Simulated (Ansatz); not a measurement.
Predict the output of the script below (Ansatz 0.2.0, Python API).

`cas.py`:
```python
'''Active-space calculation on CH3AlO.'''

import warnings

import ansatz as az

BASIS = 'cc-pVDZ'


def main() -> None:
    warnings.simplefilter('ignore', az.DeckWarning)

    molecule = (
        az.Crystal.molecule()
        .atom('C', (-0.41799, 0.50419, -0.31872))
        .atom('Al', (0.72762, -0.87886, 0.55535))
        .atom('O', (1.62646, -1.96344, 1.24287))
        .atom('H', (0.05068, 1.49358, -0.2742))
        .atom('H', (-1.3965, 0.57875, 0.16861))
        .atom('H', (-0.59026, 0.26579, -1.37391))
    )

    base = (
        molecule.calculation()
        .basis(gaussian=BASIS)
        .correlation(active_electrons=4, active_orbitals=4)
    )
    for method in ['sc_nevpt2']:
        rep = (base if method is None else base.correlation(method)).run(threads=1).report
        space = rep['configurations']
        state = space['states'][0]
        print(method or 'casscf', f'total {rep["free_energy_ev"] / 27.211386246:.6f} Ha, active-space state {state["energy"]["hartree"]:.6f} Ha, mean field {rep["reference_energy_ev"] / 27.211386246:.6f} Ha')
        print('  determinants', state['n_determinants'], ' natural occupations', [round(n, 3) for n in space['natural_occupations']])


if __name__ == '__main__':
    main()
```

Running `python cas.py` prints:
```text
sc_nevpt2 total -356.762529 Ha, active-space state -356.433378 Ha, mean field -356.368141 Ha
  determinants 36  natural occupations [1.957, 1.957, 0.043, 0.043]
```

What to keep in mind:
- Total energies depend on the basis set; only differences at equal settings carry meaning.
- The geometry is a force-field or estimated start, not a minimum of this method, and the basis set is short of its limit. The active space starts as a window about the frontier orbitals and is then optimised, not chosen by chemistry.
- The whole script took 8.6 s on 1 thread of Intel(R) Xeon(R) Platinum 8375C CPU @ 2.90GHz (Ice Lake), with other jobs on the host, peak memory 0.17 GiB.

(Lines on the test bed's own set-up are left out of the output.)
